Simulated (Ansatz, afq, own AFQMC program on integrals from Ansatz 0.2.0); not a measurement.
Two steps: Ansatz 0.2.0 writes the Fock matrix and Cholesky factors of the valence space, and afq projects on them the lowest state that overlaps trial and start.

```yaml
crystal:
  periodic: [false, false, false]
  atoms:
    - {symbol: H, position_ang: [-1.964765, 0.000000, 0.000000]}
    - {symbol: H, position_ang: [-1.135765, 0.000000, 0.000000]}
    - {symbol: C, position_ang: [0.163235, 0.000000, 0.000000]}
    - {symbol: H, position_ang: [0.577703, 0.000000, 0.996161]}
    - {symbol: H, position_ang: [0.577703, 0.000000, -0.996161]}
basis:
  gaussian: {orbitals: cc-pVTZ}
magnetization: {spin_polarized: true, initial_magnetization: 2}
correlation: {method: ccsd_t, electrons: outside_noble_gas, hamiltonian_folder: ham}
```

```sh
$ ansatz run in.yaml --threads 1 --pin off --events-out ev --progress --plain --max-ram 16896MiB --backend cuda --devices 0, --max-vram 18GiB
```

afq runs on the folder ham with

```
--method phaseless --trial cisd --walkers 1800 --populations 20 --least-time 60 --time-step 0.005 --steps-per-block 50 --equilibration-blocks 28 --max-blocks 4000 --target-error 0.00017 --factor-cut 1e-05 --start spin_pure --seed 8964 --release-times 0.24,0.51,0.99,1.62,2.4 --release-step 0.03 --release-every 3 --taylor-order 6
```

Times are imaginary, in 1/Eh. The walk had a cap of 239 s. With eight or more populations the least sampling time is a fifth of least-time, and the error comes from their spread.

Output of the walk:

```
orbitals 85  electrons 5 3  factors 465 of 465
reference energy -40.03622200 Eh
CCSD correlation -0.19074779 Eh in 10 cycles, weight of the determinant in the CISD state 0.9246
energy of the start -40.225969 Eh
 block  time / (1/Eh)  mean weight  energy / Eh
     1     0.250  0.9998  -40.226043
     2     0.500  1.0001  -40.228141
     3     0.750  1.0006  -40.229646
     4     1.000  0.9998  -40.230738
     5     1.250  0.9993  -40.231835
     8     2.000  1.0000  -40.232353
    11     2.750  1.0000  -40.233133
    14     3.500  1.0003  -40.232264
    17     4.250  1.0004  -40.232357
    20     5.000  1.0000  -40.232788
    23     5.750  0.9998  -40.231944
    26     6.500  1.0000  -40.232391
    29     7.250  1.0000  -40.232725
    32     8.000  0.9999  -40.233149
    35     8.750  0.9999  -40.233032
    38     9.500  0.9996  -40.233163
    41    10.250  0.9998  -40.232437
    44    11.000  1.0000  -40.232702
    47    11.750  0.9995  -40.232457
    50    12.500  0.9999  -40.232982
    53    13.250  0.9999  -40.232526
    56    14.000  0.9998  -40.232908
    59    14.750  0.9996  -40.233567
    62    15.500  1.0000  -40.233048
    65    16.250  0.9997  -40.232506
    68    17.000  0.9997  -40.233234
    71    17.750  0.9999  -40.232078
    74    18.500  1.0004  -40.233257
    76    19.000  0.9998  -40.233913
    77    19.250  0.9997  -40.233570
    78    19.500  1.0002  -40.233326
error from the spread of 20 populations
released: time / (1/Eh)  energy / Eh  error  mean overlap
  0.24  -40.232862  0.000076  0.9980
  0.51  -40.232980  0.000074  0.9925
  0.99  -40.232932  0.000097  0.9837
  1.62  -40.233113  0.000094  0.9689
  2.40  -40.232982  0.000113  0.9659
energy -40.232875 +/- 0.000089 Eh
(rows thinned)
```

The run passed its tests (sampling time, drift between the halves within three errors, error under three times the target), which doesn't prove that it has relaxed. The second half of the sampling lies below the first by 2.2 errors of their difference, so the energy may still be moving and its error bar be too small.

Against this walk (error 2.4 meV) on the same determinant: CCSD(T) 19.8 meV higher, CCSDT(Q) 1.6 meV lower (within the noise). The error is statistical and leaves out the bias of the constraint. Released to 2.40 1/Eh the energy moves by -3 ± 4 meV (both errors), within twice the noise.

Cautions: constraint bias not in the error; lower spins were not checked.

The walk took 110 s on 1 × NVIDIA H100 80GB HBM3 with 2 threads of AMD EPYC 7R13 Processor (Zen 3) (shared host) (the card was shared). The log's last line is the phaseless energy.

CCSDT and higher add their correlation energy to the determinant of the CCSD(T) run, since their own runs factorise the integrals more tightly (a shift of under 2 meV). A walk keeps the symmetry of its determinant, which the program's search chose and which needn't be the lowest solution, so a lower state of the same spin and another symmetry isn't excluded.
